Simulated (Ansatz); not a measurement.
```yaml
crystal:
  periodic: [false, false, false]
  atoms:
    - {symbol: Ge, position_ang: [-1.000976, -0.053509, -0.682760]}
    - {symbol: As, position_ang: [0.995463, 0.052915, 0.670034]}
    - {symbol: H, position_ang: [-2.043662, 0.838482, 0.107496]}
    - {symbol: H, position_ang: [-1.700090, -1.399591, -0.235395]}
    - {symbol: H, position_ang: [1.887684, 0.484123, -0.471665]}
basis:
  gaussian: {orbitals: def2-TZVP}
magnetization: {spin_polarized: true, initial_magnetization: 2}
hamiltonian: {xc: pbe0}
relax: {f_tol: 0.004, max_steps: 80}
```

```sh
$ ansatz run in.yaml --threads 1 --pin off --events-out ev --progress --plain --max-ram 2176MiB
```

Steps of the relaxation (energy above the last step; positions in Å, forces in eV/Å):

```
5
step 1, 140.4 meV
Ge   -1.001   -0.054   -0.683   -0.779   -0.262    0.993
As    0.995    0.053    0.670    0.001    0.001    0.003
H    -2.044    0.838    0.107    0.252    0.211   -0.412
H    -1.700   -1.400   -0.235    0.281   -0.015   -0.455
H     1.888    0.484   -0.472    0.245    0.064   -0.129
```

```
5
step 2, 73.3 meV
Ge   -1.094   -0.093   -0.516   -0.228   -0.004   -0.075
As    1.042    0.071    0.643   -0.067   -0.082    0.368
H    -2.093    1.000    0.067    0.333   -0.521   -0.114
H    -1.701   -1.553   -0.330    0.190    0.616    0.056
H     1.985    0.497   -0.475   -0.228   -0.010   -0.235
```

```
5
step 3, 11.1 meV
Ge   -1.055   -0.077   -0.559   -0.203   -0.052    0.203
As    1.021    0.060    0.681    0.069    0.016    0.031
H    -2.056    0.957    0.072    0.133   -0.189   -0.136
H    -1.670   -1.500   -0.311    0.073    0.247   -0.077
H     1.899    0.483   -0.496   -0.072   -0.023   -0.021
```

```
5
step 7, 0.0 meV
Ge   -1.041   -0.065   -0.520    0.000    0.000    0.000
As    1.039    0.088    0.712   -0.001    0.001    0.001
H    -2.072    0.939    0.061    0.001    0.000    0.000
H    -1.652   -1.481   -0.343   -0.001   -0.001   -0.001
H     1.863    0.441   -0.523    0.001    0.000   -0.001
```

Close pairs at the end: As2–H5 1.526 Å, Ge1–H4 1.552 Å, Ge1–H3 1.552 Å, Ge1–As2 2.423 Å.

A stationary point of unrestricted PBE0 after 7 steps, with ⟨S²⟩ = 2.006 against 2.00 for a pure state; no frequencies were run, so it isn't proven a minimum. 40 s on 1 thread of Intel Xeon 6975P-C, shared host.
